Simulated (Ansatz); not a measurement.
Geometry optimisation, Ansatz, RKS r2SCAN-D4/def2-SVP.

Input:

```yaml
crystal:
  periodic: [false, false, false]
  atoms:
    - { symbol: B, position_ang: [-0.009006, 0.201218, 0.085971] }
    - { symbol: H, position_ang: [-0.032025, 0.571624, 1.224041] }
    - { symbol: H, position_ang: [1.037416, 0.113024, -0.503128] }
    - { symbol: H, position_ang: [-1.03583, 0.057446, -0.527711] }
    - { symbol: P, position_ang: [0.122128, -2.705092, 1.164573] }
    - { symbol: H, position_ang: [-0.567516, -2.762847, -0.081824] }
    - { symbol: H, position_ang: [1.41015, -2.607343, 0.560885] }
    - { symbol: H, position_ang: [-0.028317, -1.290431, 1.319493] }
basis:
  gaussian: { orbitals: def2-SVP }
hamiltonian:
  xc: r2scan
  dispersion: d4
relax:
  f_tol: 0.03
  max_steps: 50
output:
  orbitals: {}
```

Run as:

```bash
$ ansatz run input.yaml --threads 2 --pin off --max-ram 3072MiB --backend cpu --events-out ev --progress --plain --runs-dir out
```

Question: Where does it end, and by what steps?

Answer: The run converged. After 5 steps the energy has fallen by 0.062 eV; H3 moved furthest, 0.22 Å.

```csv
step,energy less start (eV),largest force component (eV/Å),accepted
0,0.0000,0.281,yes
1,-0.0305,0.247,yes
2,-0.0445,0.228,yes
3,-0.0546,0.221,yes
4,-0.0611,0.066,yes
5,-0.0622,0.019,yes
```

```xyz
8
Properties=species:S:1:pos:R:3
B 0.001 0.048 0.160
H -0.013 0.664 1.203
H 1.050 -0.087 -0.419
H -1.040 -0.123 -0.426
P 0.109 -2.602 1.092
H -0.553 -2.662 -0.168
H 1.406 -2.501 0.512
H -0.063 -1.159 1.288
```

Whether the end is a true minimum wasn't checked by a vibrational analysis.

Time of the run: 7.6 s on 2 threads of Intel(R) Xeon(R) Platinum 8259CL CPU @ 2.50GHz (Skylake/Cascade Lake), on a shared host, peak memory 0.14 GiB.
